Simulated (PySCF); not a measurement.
Saddle point of CH$_{6}$AlN, closed shell (CH₆AlN ([CH3][AlH][NH2]) → AlNH₂ ([NH][AlH]) + CH₄; bonds formed: C2–H4; bonds broken: Al1–C2, N3–H4), PBE0-D4/def2-TZVP structure:

Al1  (-0.956, 0.030, -0.685)
C2  (0.463, 0.428, 0.906)
N3  (0.123, -1.092, -1.326)
H4  (0.630, -0.415, -0.064)
H5  (-2.241, 0.927, -0.490)
H6  (1.443, 0.147, 1.301)
H7  (0.510, 1.506, 0.718)
H8  (-0.255, 0.224, 1.707)
H9  (0.282, -1.754, -2.066)
(Å)

Energies are electronic, without zero-point energy. Barriers and step energies count from the start structure reached by relaxing down the imaginary mode; all methods use the PBE0-D4 structures, on which another method's saddle can fall below an end. Computed with PySCF 2.14 with density fitting (its default auxiliary sets; JK sets also for MP2 and CCSD(T)) (basis: def2-TZVPP, with def2-QZVPP for the basis limit); correlated methods freeze the cores. B3LYP uses VWN-RPA correlation. Extrapolation: Hartree–Fock as exp(−7.88 √X), correlation as X^−2.97.

| method | barrier (eV) | step energy (eV) |
| --- | --- | --- |
| SPW92 | 2.716 | 2.688 |
| PBE-D4 | 2.886 | 2.518 |
| r2SCAN-D4 | ? | 2.666 |
| PBE0-D4 | 3.156 | 2.740 |
| B3LYP-D4 | 3.208 | 2.581 |
| BHLYP-D4 | 3.515 | 2.810 |
| wB97M-V | ? | 2.706 |
| HF | 4.007 | 2.936 |
| MP2 | ? | 2.576 |
| CCSD | 3.420 | 2.703 |
| CCSD(T) | 3.271 | 2.612 |

(1) Fill in the withheld barriers. (Judge from chemistry; the value comes from the calculation.)

The T1 diagnostic stays at or below 0.023.

Results:

(1) The calculation gives: MP2 3.172; wB97M-V 3.280; r2SCAN-D4 3.066 eV. Each is the energy of the saddle less that of the start structure, by the same method.

For comparison, the barrier by CCSD(T) at an estimated basis limit (MP2 extrapolated from triple and quadruple zeta, plus CCSD(T) − MP2 in triple zeta) is 3.225 eV.

Labels in which every atom is bracketed show which atoms are joined, not bond orders.

For scale, one of the runs: CCSD(T)/def2-TZVPP, 188 basis functions, launched by `OMP_NUM_THREADS=4 python run.py`. Hardware: 4 CPU threads of an Arm Neoverse V1, shared host. Wall time 4.7 min; peak host memory 1.6 GiB.
